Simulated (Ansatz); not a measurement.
Process, species as SMILES: [SiH3] (SiH3) → 3 H atom + Si atom
B3LYP-D3(BJ)/def2-TZVP geometries, fixed; electronic energies without zero-point terms.

Basis-set convergence of the atomisation energy at CCSD(T) with Ansatz (a first-principles code). Cartesian d functions, on some or all atoms, in 6-31G*, 6-311G**, 6-311+G**; all else is spherical. Cores are frozen. Open shells are unrestricted. No added dispersion term, no relativity. Functions are those of the species that has most. Reference: Hartree-Fock in cc-pV(Q+d)Z plus the correlation part extrapolated as X^-3 from cc-pV(T+d)Z and cc-pV(Q+d)Z, 228.74 kcal/mol, itself unsure by roughly 0.93 kcal/mol (a third of the extrapolation step and of the last Hartree-Fock step). Deviations are taken from unrounded values.

| basis | functions | atomisation energy (kcal/mol) | minus reference (kcal/mol) |
|---|---|---|---|
| STO-3G | 12 | 280.42 | 51.68 |
| 3-21G | 19 | 184.22 | -44.52 |
| 6-31G | 19 | 181.35 | -47.39 |
| pcseg-0 | 19 | 179.68 | -49.05 |
| 6-31G* | 25 | 197.47 | -31.27 |
| def2-SVP | 33 | 214.70 | -14.04 |
| cc-pV(D+d)Z | 38 | 212.93 | -15.81 |
| 6-311G** | 45 | 217.12 | -11.62 |
| 6-311+G** | 49 | 217.23 | -11.50 |
| aug-pcseg-1 | 54 | 214.52 | -14.22 |
| def2-TZVP | 55 | 218.65 | -10.09 |
| def2-TZVPD | 70 | 219.46 | -9.28 |
| def2-TZVPPD | 99 | 224.07 | -4.67 |
| 6-311++G(3df,3pd) | 101 | 224.15 | -4.58 |
| aug-pcseg-2 | 119 | 226.50 | -2.24 |
| aug-cc-pV(T+d)Z | 124 | 224.21 | -4.53 |
| cc-pV(Q+d)Z | 154 | 226.73 | -2.00 |
| def2-QZVPP | 160 | 226.70 | -2.04 |
